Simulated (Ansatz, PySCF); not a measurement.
Reaction: N2 (molecular nitrogen, SMILES N#N) → N2+ (parent SMILES N#N, doublet) + e-
Each species at its own B3LYP-D3(BJ)/def2-TZVP minimum (Ansatz, a first-principles code).

Total energies in hartree (Ansatz). Radicals and triplets start from unrestricted determinants; spin-orbit coupling is neglected. Correlated methods leave the cores frozen. No relativity. The determinant of N2+ (parent SMILES N#N, doublet) is a saddle point of the SCF energy; a lower one exists, which strains HF and MP2.

```csv
species,HF/cc-pVTZ,CCSD(T)/cc-pVTZ,HF/cc-pVQZ,CCSD(T)/cc-pVQZ,CCSDT(Q)/cc-pVQZ
"1: N2 (molecular nitrogen, SMILES N#N)",-108.98466,-109.37349,-108.99234,-109.40415,-109.40563
"2: N2+ (parent SMILES N#N, doublet)",-108.40843,-108.80669,-108.41610,-108.83330,-108.83657
```

Question: Work out the adiabatic ionisation energy (0 K, zero-point energies from PySCF's Hessians at B3LYP-D3(BJ)/def2-TZVP) in eV: take Hartree-Fock from cc-pVQZ, extrapolate the CCSD(T) correlation energy as X^-3 (X = 3, 4), and add CCSDT(Q) - CCSD(T) in cc-pVQZ. The further terms named in the bracket sum to -0.00027 hartree. 1 hartree = 27.211 eV.

Answer: 
Species 1: correlation (64·(-0.41181) - 27·(-0.38883))/37 = -0.42858; step -0.00148; E1 = -108.99234 + (-0.42858) + (-0.00148) = -109.42240
Species 2: correlation (64·(-0.41720) - 27·(-0.39826))/37 = -0.43102; step -0.00327; E2 = -108.41610 + (-0.43102) + (-0.00327) = -108.85039
-1·E1 +1·E2 -0.00027 = 0.57174 hartree = 15.56 eV. Measured: 15.58 eV (CCCBDB table in ASE). The composite differs from it by -0.02 eV; core, relativistic and spin-orbit terms are not in it.
